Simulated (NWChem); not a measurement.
hydrazine (N2H4); SMILES NN

```xyz
6

N     -0.0685     0.7074     0.0757
N      0.0685    -0.7074     0.0757
H      0.8495     1.1139     0.2948
H     -0.3394     1.0861    -0.8465
H     -0.8495    -1.1139     0.2948
H      0.3394    -1.0861    -0.8465
```
Atoms are numbered in this order, from 1.

Level: PBE-D3(BJ)/def2-SVP (NWChem), optimised geometry, unscaled harmonic frequencies. 

Problem. List the harmonic frequencies with IR intensities, and the thermochemistry.

Solution. 
| frequency (cm⁻¹) | IR intensity (km/mol) |
|---|---|
| 453 | 36.3 |
| 747 | 75.0 |
| 942 | 133.3 |
| 1121 | 4.6 |
| 1262 | 4.1 |
| 1294 | 2.5 |
| 1611 | 6.8 |
| 1624 | 6.5 |
| 3316 | 43.4 |
| 3329 | 6.5 |
| 3444 | 0.9 |
| 3451 | 0.1 |

```yaml
zero_point_energy: 32.3 kcal/mol
thermal correction to the enthalpy at 298.15 K (with zero-point energy): 34.9 kcal/mol
heat capacity Cv: 9.2 cal/(mol K)
entropy at 298.15 K and 1 atm (symmetry number 2): 55.1 cal/(mol K)
dipole_moment: 2.04 D
```

Rigid rotor and harmonic oscillator.
